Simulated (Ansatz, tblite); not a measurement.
Cost and result up the ladder for LiH2⁻ (3 atoms). The state is a singlet with charge -1. Geometry: PBE0-D4/def2-TZVPD.

Cartesian coordinates in Å:
```
Li -0.003 -0.001 0.002
H 1.042 -0.870 1.040
H -1.040 0.871 -1.041
```

Ansatz on 4 threads of Arm Neoverse V2 on a shared host; xTB runs through tblite on one thread. Times are rough, summed over both states, and most runs start from the orbitals of an earlier one. PBE0-D4/def2-TZVPD serves as the yardstick here, not as an exact answer. The other state is a doublet.

The xTB rows come from tblite. Correlated methods freeze no core orbitals; core or outer-core shells of Li are correlated, in sets that lack core-valence functions. The structure comes from a short search, and lower isomers may exist.

Raw xTB energies of ions are shifted by several eV.

```csv
level,functions,wall time
GFN1-xTB,8,0.002 s
GFN2-xTB,6,0.002 s
PBE-D4/def2-TZVPD,35,0.35 s
PBE0-D4/def2-TZVPD,35,0.35 s
CCSD(T)/def2-TZVPPD,56,0.45 s
r2SCAN-D4/def2-TZVPD,35,0.9 s
```

Q: Estimate what each level gives for the vertical IE (eV).

A: 
```json
{"level": "GFN1-xTB", "vertical IE (eV)": "8.63", "difference from PBE0-D4/def2-TZVPD (eV)": "5.79", "remarks": "–"}
{"level": "GFN2-xTB", "vertical IE (eV)": "7.04", "difference from PBE0-D4/def2-TZVPD (eV)": "4.20", "remarks": "–"}
{"level": "PBE-D4/def2-TZVPD", "vertical IE (eV)": "2.66", "difference from PBE0-D4/def2-TZVPD (eV)": "-0.18", "remarks": "HOMO above zero (-1 singlet)"}
{"level": "PBE0-D4/def2-TZVPD", "vertical IE (eV)": "2.84", "difference from PBE0-D4/def2-TZVPD (eV)": "0.00", "remarks": "–"}
{"level": "CCSD(T)/def2-TZVPPD", "vertical IE (eV)": "3.08", "difference from PBE0-D4/def2-TZVPD (eV)": "0.24", "remarks": "large T1 (doublet)"}
{"level": "r2SCAN-D4/def2-TZVPD", "vertical IE (eV)": "2.61", "difference from PBE0-D4/def2-TZVPD (eV)": "-0.23", "remarks": "HOMO above zero (-1 singlet)"}
```
